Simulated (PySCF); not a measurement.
Indirect couplings

Bonds (- single, = double, # triple, : aromatic): C1=C2 1.319 Å, C2-C3 1.500 Å, C3-O4 1.412 Å. C1 carries H5, H6; C2 carries H7; C3 carries H8, H9; O4 carries H10. H6 is cis to C3; H5 is trans to C3.

Indirect spin–spin couplings were computed at B3LYP/pcJ-1 (without the spin–dipole term) (PySCF) on a GFN2-xTB structure, for the isolated molecule, without vibrational or relativistic corrections. Couplings are averaged over pairs made equivalent by symmetry, fast rotation or ring inversion, so a value needn't be that of the named pair in this geometry, while other rotamers aren't included; one pair stands for each set, and the list holds a selection of those of at least 0.8 Hz over up to four bonds, among pairs with at least one C or H atom (others weren't computed).

Isotopes: ¹³C, ¹H, ¹⁷O. Couplings to quadrupolar nuclei such as 17O and 33S are rarely resolved in practice.

```tsv
pair	bonds	J (Hz)
C1, C2	1	?
C1, H5	1	?
C1, H6	1	160.3
C2, C3	1	?
C2, H7	1	161.3
C3, O4	1	19.9
C3, H8	1	146.5
O4, H10	1	-70.1
C1, H7	2	1.7
C2, H5	2	?
C2, H6	2	?
C2, H8	2	-2.5
C3, H7	2	2.5
C3, H10	2	-2.7
O4, H8	2	-8.1
H8, H9	2	-13.7
C1, O4	3	-0.8
C1, H8	3	?
C2, H10	3	1.0
C3, H5	3	14.1
C3, H6	3	8.9
O4, H7	3	-1.1
H5, H7	3	11.6
H6, H7	3	18.1
H5, H8	4	?
H6, H8	4	?
```

Estimate the withheld couplings, with signs.

## Answers


- ¹J(C1,C2) = 76.9 Hz (bond length 1.319 Å)
- ¹J(C1,H5) = 164.4 Hz (bond length 1.076 Å, sp2 carbon)
- ¹J(C2,C3) = 44.5 Hz (bond length 1.500 Å)
- ²J(C2,H5) = -0.9 Hz (angle at C1 122°)
- ²J(C2,H6) = -1.6 Hz (angle at C1 122°)
- ³J(C1,H8) = 5.8 Hz (dihedral angle 111°)
- ⁴J(H5,H8) = -1.7 Hz (mean over equivalent pairs that range from -2.5 to -1.0 Hz in this conformer)
- ⁴J(H6,H8) = -1.8 Hz (mean over equivalent pairs that range from -2.8 to -0.9 Hz in this conformer)
